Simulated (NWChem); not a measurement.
## Correlation energy of CS

```xyz
2

C      0.0000     0.0000     1.1192
S      0.0000     0.0000    -0.4197
```
Charge 0, spin multiplicity 1.

All runs are NWChem calculations. All single points use one geometry, from B3LYP/def2-SVP, a minimum by its harmonic frequencies.

Basis set: 6-311G**. Each correlation energy counts from its own Hartree-Fock reference.

The correlated methods keep 6 core orbitals frozen. The Pople sets run with spherical d functions. The structure started from a generated list of species. Coupled-cluster values serve here as a point of comparison, not as the truth.

Task: Order these methods by the correlation energy they give, lowest first: CR-CCSD[T], CCSD+T(CCSD), CCSD(T), CCSD, SCS-MP2.

Result: CCSD+T(CCSD) (-284.2 mHa), CCSD(T) (-282.1 mHa), CR-CCSD[T] (-280.3 mHa), CCSD (-266.5 mHa), SCS-MP2 (-244.5 mHa)
